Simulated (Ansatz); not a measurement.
Basis-set extrapolation for C$_{7}$H$_{16}$ (`CCCC(C)(C)C`) (PBE0-D4/def2-TZVP geometry, frozen core, the Gaussian-basis code of Ansatz). Multiplicity 1, RHF reference.

```tsv
	def2-TZVPP	def2-QZVPP
HF	-274.501030	-274.514073
MP2 correlation	-1.249169	-1.325400
CCSD(T) correlation	-1.380523	not run
```

Energies in hartree. Use E(X) = E(∞) + A·exp(−7.88·√X) for Hartree–Fock and E(X) = E(∞) + B·X^(−2.97) for correlation, with X = 3 and 4, and add CCSD(T) minus MP2 of the smaller set to the MP2 limit.

**Question.** What is the CCSD(T) energy at the basis-set limit?

**Answer.** HF limit: -274.514073 + (-0.013043) × 0.13774 = -274.51587. MP2 limit: -1.325400 + (-0.076231) × 0.74074 = -1.38187. Higher-order term: -1.380523 − (-1.249169) = -0.13135. Total: -276.02909 hartree, 92.6 kcal/mol below CCSD(T)/def2-TZVPP.
